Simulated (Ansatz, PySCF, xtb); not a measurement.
Acid–base and redox partners of C=N. Isolated molecules, 0 K electronic values unless said otherwise. Strings in code marks are SMILES.

Quantity: bond dissociation enthalpy (X–H) at 298 K, in kJ/mol. HF references are unrestricted for open shells and restricted for singlets. Thermal and zero-point terms are GFN2-xTB rigid-rotor harmonic values (xtb).

Level 1: frozen-core MP2/cc-pVTZ // PBE0-D3(BJ)/def2-TZVP (Ansatz, a program for electronic structure)
Level 2: B3LYP/3-21G // PBE0-D3(BJ)/def2-TZVP (PySCF)
Level 3: B3LYP/6-311+G** // PBE0-D3(BJ)/def2-TZVP (PySCF)
Level 4: BP86/6-31G* // PBE0-D3(BJ)/def2-TZVP (PySCF)

```
species                                  level 2  level 3  level 4
---------------------------------------  -------  -------  -------
H atom removed from C1: `[H]/[C]=N\[H]`    408.1    409.6    417.5
H atom removed from N2: `C=[N]`            341.0    355.3    358.1
```

Q: What does level 1 give for each?

A: 
- H atom removed from C1: `[H]/[C]=N\[H]`: 427.1
- H atom removed from N2: `C=[N]`: 397.1
